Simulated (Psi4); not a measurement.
**BH3 (borane): a chain of runs**

Aim: a structure relaxation (B3LYP/cc-pVDZ), then vibrational wavenumbers, then the energy (CCSD(T)/cc-pVDZ), then the excited states (TDA-B3LYP/cc-pVDZ) of BH3 (borane). 

Program for the calculation: Psi4 1.11.

### 1 The structure to begin with

The species is BH3 (4 atoms), meant as a singlet with charge 0. SMILES: `B`. All atoms were displaced at random from a relaxed shape. The run starts from this shape.

Bond lengths: B1–H2 1.182 Å, B1–H3 1.260 Å, B1–H4 1.188 Å. Angles: H2–B1–H3 114.0°, H2–B1–H4 117.3°, H3–B1–H4 128.5°.

### 2 A geometry optimisation at B3LYP/cc-pVDZ (density fitting) (run 1)

File calc.inp:

```
memory 1600 mb

molecule m {
  0 1
  B     -0.017474    -0.009624    -0.025394
  H      0.950827     0.344813     0.552806
  H     -0.216677    -1.252343     0.023926
  H     -0.620396     0.812709    -0.635886
  symmetry c1
}

set basis cc-pVDZ
set geom_maxiter 60

E, wfn = opt("b3lyp", return_wfn=True)
print_variables()
```

Run with:

```bash
$ psi4 -n 1 calc.inp calc.out
```

calc.out:

```text
[...]
  Running in c1 symmetry.
[...]
  Nuclear repulsion =    7.324809121731778
[...]
  Multiplicity = 1
[...]
  Nalpha       = 4
  Nbeta        = 4
[...]
    Number of basis functions: 29
[...]
   @DF-RKS iter   1:   -26.56837672392671   -4.76762e-01   6.83911e-03 ADIIS/DIIS
[...]
   @DF-RKS iter   5:   -26.60957326665357   -5.88329e-12   7.36357e-09 DIIS
[...]
    Orbital Energies [Eh]
    ---------------------
    Doubly Occupied:
       1A     -6.785572     2A     -0.514669     3A     -0.352483
       4A     -0.352433
[...]
  @DF-RKS Final Energy:   -26.60957326665357
   => Energetics <=
    Nuclear Repulsion Energy =              7.3528685766011694
    One-Electron Energy =                 -48.9211411884320384
    Two-Electron Energy =                  19.1067041738027292
    DFT Exchange-Correlation Energy =      -4.1480048286254263
    Empirical Dispersion Energy =           0.0000000000000000
    VV10 Nonlocal Energy =                  0.0000000000000000
    Total Energy =                        -26.6095732666535696
[...]
  -Total Gradient:
     Atom            X                  Y                   Z
    ------   -----------------  -----------------  -----------------
       1       -0.000062496444    -0.000082818045    -0.000000160837
       2       -0.000007342599    -0.000002451312    -0.000014258087
       3        0.000036814293     0.000108620776    -0.000003386687
       4        0.000033562902    -0.000020246462     0.000017624106
[...]
```

On the terminal:

```text
Optimizer: Optimization complete!
```

It took 11 s on 1 thread of Intel Xeon Platinum 8488C (Sapphire Rapids), shared host; peak memory 0.32 GiB.

Steps, from the record of the run:

| step | energy from the first frame kept (eV) | largest force (eV/Å) |
| --- | --- | --- |
| 0 | 0.0000 | 1.4902 |
| 1 | -0.0511 | 0.8771 |
| 2 | -0.0208 | 1.9785 |
| 3 | -0.0822 | 0.4128 |
| 4 | -0.0879 | 0.0657 |
| 5 | -0.0880 | 0.0059 |

After the run. Bond lengths: B1–H2 1.204 Å, B1–H3 1.204 Å, B1–H4 1.204 Å. Angles: H2–B1–H3 120.0°, H2–B1–H4 120.0°, H3–B1–H4 120.0°.

### 3 Vibrational wavenumbers at B3LYP/cc-pVDZ (density fitting) (run 2)

File job.dat:

```
memory 1.6 GB

molecule mol {
  0 1
  B
  H 1 R2
  H 1 R3 2 A3
  H 1 R4 3 A4 2 D4

  R2 = 1.204281
  R3 = 1.204059
  A3 = 119.99788
  R4 = 1.204218
  A4 = 120.01102
  D4 = 179.98285
  units angstrom
  symmetry c1
}

set basis cc-pVDZ
set reference rks
set t 298.15
set rotational_symmetry_number 6

freq('b3lyp')
print_variables()
```

Run with:

```bash
$ psi4 -i job.dat -o job.out -n 1
```

job.out:

```text
[...]
  Running in c1 symmetry.
[...]
  Nuclear repulsion =    7.352867438789581
[...]
  Multiplicity = 1
[...]
  Nalpha       = 4
  Nbeta        = 4
[...]
    Number of basis functions: 29
[...]
   @DF-RKS iter   1:   -26.57151863242725   -4.77462e-01   6.84250e-03 DIIS/ADIIS
[...]
   @DF-RKS iter   7:   -26.60957240696599   -2.62901e-13   6.49836e-09 DIIS
[...]
  @DF-RKS Final Energy:   -26.60957240696599
   => Energetics <=
    Nuclear Repulsion Energy =              7.3528668004223086
    One-Electron Energy =                 -48.9211359689736867
    Two-Electron Energy =                  19.1067016679940522
    DFT Exchange-Correlation Energy =      -4.1480049064086604
    Empirical Dispersion Energy =           0.0000000000000000
    VV10 Nonlocal Energy =                  0.0000000000000000
    Total Energy =                        -26.6095724069659880
[...]
  -Total Gradient:
     Atom            X                  Y                   Z
    ------   -----------------  -----------------  -----------------
       1        0.000023235509     0.000664678251    -0.000076805073
       2       -0.000007708678     0.000113229948    -0.000012856554
       3       -0.000007716853    -0.000452361411     0.000336077267
       4       -0.000007812650    -0.000325948155    -0.000243878852
[...]
  ==> Harmonic Vibrational Analysis <==
[...]
  Freq [cm^-1]                1145.1016           1175.6728           1176.0426
[...]
  IR activ [km/mol]            75.5747             12.0210             12.0232
[...]
  Freq [cm^-1]                2548.4598           2685.3404           2685.9917
[...]
  IR activ [km/mol]             0.0027             132.6205            132.5094
[...]
  Total E_0, Enthalpy at 0 [K]                                                          -26.58356433 [Eh]
[...]
```

Run time: 29 s. Hardware: 1 thread of Intel Xeon Platinum 8488C (Sapphire Rapids), shared host; peak memory 0.31 GiB.

### 4 The energy at CCSD(T)/cc-pVDZ (run 3)

File bh3.sdf:

```

     RDKit          3D

  4  3  0  0  0  0  0  0  0  0999 V2000
   -0.0056   -0.0144   -0.0242 B   0  0  0  0  0  0  0  0  0  0  0  0
    0.9599    0.3741    0.5818 H   0  0  0  0  0  0  0  0  0  0  0  0
   -0.2924   -1.1837   -0.0138 H   0  0  0  0  0  0  0  0  0  0  0  0
   -0.6838    0.7667   -0.6406 H   0  0  0  0  0  0  0  0  0  0  0  0
  2  1  1  0
  3  1  1  0
  4  1  1  0
M  END
$$$$
```

File job.py:

```python
import psi4
from rdkit import Chem

psi4.set_memory(1600000000)
psi4.set_num_threads(1)
psi4.set_output_file('output.dat', False)

rd = Chem.SDMolSupplier('bh3.sdf', removeHs=False, sanitize=False)[0]
xyz = rd.GetConformer().GetPositions()
atoms = '\n'.join(f'{a.GetSymbol()} {x:.4f} {y:.4f} {z:.4f}' for a, (x, y, z) in zip(rd.GetAtoms(), xyz))
geom = psi4.geometry('0 1\n' + atoms + '\nsymmetry c1')

psi4.set_options({
    'scf_type': 'pk',
    'freeze_core': True,
})

E = psi4.energy('ccsd(t)/cc-pVDZ')
print(f'total energy {E:.8f} hartree = {E * 27.211386:.5f} eV')
```

Run with:

```bash
$ python job.py
```

output.dat:

```text
[...]
  Running in c1 symmetry.
[...]
  Nuclear repulsion =    7.353025524972180
[...]
  Multiplicity = 1
[...]
  Nalpha       = 4
  Nbeta        = 4
[...]
    Number of basis functions: 29
[...]
   @RHF iter   1:   -26.38596863828659   -7.14125e-01   2.20793e-03 ADIIS/DIIS
[...]
   @RHF iter   7:   -26.39076059444499   -1.07612e-11   7.09682e-09 DIIS
[...]
    Orbital Energies [Eh]
    ---------------------
    Doubly Occupied:
       1A     -7.625395     2A     -0.701293     3A     -0.494069
       4A     -0.493981
[...]
  @RHF Final Energy:   -26.39076059444499
   => Energetics <=
    Nuclear Repulsion Energy =              7.3530255249721801
    One-Electron Energy =                 -48.8580958220886714
    Two-Electron Energy =                  15.1143097026715019
    Total Energy =                        -26.3907605944449877
[...]
 Multipole Moments:
 ------------------------------------------------------------------------------------
     Multipole            Electronic (a.u.)      Nuclear  (a.u.)        Total (a.u.)
 ------------------------------------------------------------------------------------
 L = 1.  Multiply by 2.5417464519 to convert [e a0] to [Debye]
 Dipole X            :         -0.0005841            0.0004020           -0.0001821
 Dipole Y            :         -0.0003829            0.0002412           -0.0001417
 Dipole Z            :         -0.0000060            0.0000000           -0.0000060
 Magnitude           :                                                    0.0002308
[...]
      * MP2 total energy                      =  -26.483003552214512
[...]
      * CCSD total energy                     =  -26.507157151687391
[...]
      * CCSD(T) total energy                  =  -26.508695866714881
```

Standard output:

```text
total energy -26.50869587 hartree = -721.33836 eV
```

Run time: 4.2 s. Hardware: 1 thread of Intel Xeon Platinum 8488C (Sapphire Rapids), shared host; peak memory 0.24 GiB.

### 5 The vertical excitations at TDA-B3LYP/cc-pVDZ (density fitting, save jk yes) (run 4)

File bh3.py:

```python
import psi4

psi4.set_memory(1600000000)
psi4.set_num_threads(1)
psi4.core.set_output_file('run.log', False)

m = psi4.geometry("""
0 1
B     -0.005569    -0.014379    -0.024161
H      0.959919     0.374125     0.581801
H     -0.292420    -1.183724    -0.013797
H     -0.683793     0.766722    -0.640630
units angstrom
""")

psi4.set_options({
    'basis': 'cc-pVDZ',
    'save_jk': True,
})

from psi4.driver.procrouting.response.scf_response import tdscf_excitations
result, w = psi4.energy('B3LYP', return_wfn=True)
states = tdscf_excitations(w, states=4, tda=True)
for k, s in enumerate(states, 1):
    print(f"root {k}: {s['EXCITATION ENERGY'] * 27.211386:.4f} eV  f = {s['OSCILLATOR STRENGTH (LEN)']:.4f}  {s['SYMMETRY']}")
print(f'B3LYP energy: {result:.10f} Eh')
```

Run with:

```bash
$ python bh3.py
```

run.log:

```text
[...]
  Running in c1 symmetry.
[...]
  Nuclear repulsion =    7.352867590939889
[...]
  Multiplicity = 1
[...]
  Nalpha       = 4
  Nbeta        = 4
[...]
    Number of basis functions: 29
[...]
   @DF-RKS iter   1:   -26.57151862565793   -4.77462e-01   6.84250e-03 ADIIS/DIIS
[...]
   @DF-RKS iter   5:   -26.60957327611876   -2.29673e-08   3.79848e-07 DIIS
[...]
  @DF-RKS Final Energy:   -26.60957327611876
   => Energetics <=
    Nuclear Repulsion Energy =              7.3528675909398888
    One-Electron Energy =                 -48.9211133587663412
    Two-Electron Energy =                  19.1066742079773455
    DFT Exchange-Correlation Energy =      -4.1480017162696470
    Empirical Dispersion Energy =           0.0000000000000000
    VV10 Nonlocal Energy =                  0.0000000000000000
    Total Energy =                        -26.6095732761187556
[...]
 Multipole Moments:
 ------------------------------------------------------------------------------------
     Multipole            Electronic (a.u.)      Nuclear  (a.u.)        Total (a.u.)
 ------------------------------------------------------------------------------------
 L = 1.  Multiply by 2.5417464519 to convert [e a0] to [Debye]
 Dipole X            :         -0.0004485            0.0003320           -0.0001164
 Dipole Y            :         -0.0003077            0.0002090           -0.0000987
 Dipole Z            :          0.0001564           -0.0001150            0.0000414
 Magnitude           :                                                    0.0001581
[...]
                                    Excitation Energy         Total Energy        Oscillator Strength             Rotatory Strength
[...]
Excited State    1 (1 A):   0.21411 au   212.81 nm f = 0.0000
[...]
Excited State    2 (1 A):   0.21415 au   212.76 nm f = 0.0000
[...]
```

The script printed:

```text
root 1: 5.8261 eV  f = 0.0000  A
root 2: 5.8274 eV  f = 0.0000  A
root 3: 11.8041 eV  f = 0.1364  A
root 4: 11.8051 eV  f = 0.1361  A
B3LYP energy: -26.6095732761 Eh
```

It took 4.2 s on 1 thread of Intel Xeon Platinum 8488C (Sapphire Rapids), shared host; peak memory 0.28 GiB.

The roots found:

| excited state | energy (eV) | strength | label |
| --- | --- | --- | --- |
| 1 | 5.826 | 0.0000 | A 1 |
| 2 | 5.827 | 0.0000 | A 1 |
| 3 | 11.804 | 0.1364 | A 1 |
| 4 | 11.805 | 0.1361 | A 1 |

### 6 Summary of results

```
                                                                       quantity             value
                                  run 1, B3LYP/cc-pVDZ: total energy at the end      -26.60957 Eh
                                            run 1, B3LYP/cc-pVDZ: dipole moment            0.00 D
                                              run 1, B3LYP/cc-pVDZ: HOMO energy          -9.59 eV
                                              run 1, B3LYP/cc-pVDZ: LUMO energy          -2.10 eV
                                            run 1, B3LYP/cc-pVDZ: HOMO–LUMO gap           7.49 eV
                               run 2, B3LYP/cc-pVDZ: lowest harmonic wavenumber         1145 cm⁻¹
                              run 2, B3LYP/cc-pVDZ: highest harmonic wavenumber         2686 cm⁻¹
                                        run 2, B3LYP/cc-pVDZ: zero-point energy       68.3 kJ/mol
run 2, B3LYP/cc-pVDZ: ideal-gas entropy at 298.15 K (symmetry number 6 as used)  45.1 cal/(mol K)
                                           run 3, CCSD(T)/cc-pVDZ: total energy      -26.50870 Eh
                    run 3, CCSD(T)/cc-pVDZ: HOMO energy (Hartree–Fock orbitals)         -13.44 eV
                    run 3, CCSD(T)/cc-pVDZ: LUMO energy (Hartree–Fock orbitals)           1.87 eV
                  run 3, CCSD(T)/cc-pVDZ: HOMO–LUMO gap (Hartree–Fock orbitals)          15.31 eV
             run 3, CCSD(T)/cc-pVDZ: correlation energy (1 core orbital frozen)        -117.9 mEh
                                         run 3, CCSD(T)/cc-pVDZ: (T) correction         -1.54 mEh
                                          run 3, CCSD(T)/cc-pVDZ: T1 diagnostic             0.005
                    run 4, TDA-B3LYP/cc-pVDZ: ground-state or mean-field energy      -26.60957 Eh
              run 4, TDA-B3LYP/cc-pVDZ: dipole moment (B3LYP Kohn–Sham density)            0.00 D
               run 4, TDA-B3LYP/cc-pVDZ: HOMO energy (B3LYP Kohn–Sham orbitals)          -9.59 eV
               run 4, TDA-B3LYP/cc-pVDZ: LUMO energy (B3LYP Kohn–Sham orbitals)          -2.10 eV
             run 4, TDA-B3LYP/cc-pVDZ: HOMO–LUMO gap (B3LYP Kohn–Sham orbitals)           7.49 eV
                             run 4, TDA-B3LYP/cc-pVDZ: lowest excitation energy           5.83 eV
```

**Reading.** The optimisation (run 1, B3LYP/cc-pVDZ) took 6 steps and changed the energy by -0.088 eV. All 6 modes (run 2, B3LYP/cc-pVDZ) are real, so the shape is a minimum at this level. The triples (run 3, CCSD(T)/cc-pVDZ) make up 1.3 % of the correlation energy. The brightest of the 4 transitions from the ground state lies at 11.80 eV (105 nm, f = 0.273, degenerate roots summed); the lowest, at 5.83 eV, has f = 0.000. Roots above 9.6 eV lie over the negative of the HOMO energy, where those of Rydberg kind are poorly described; valence roots are less touched.
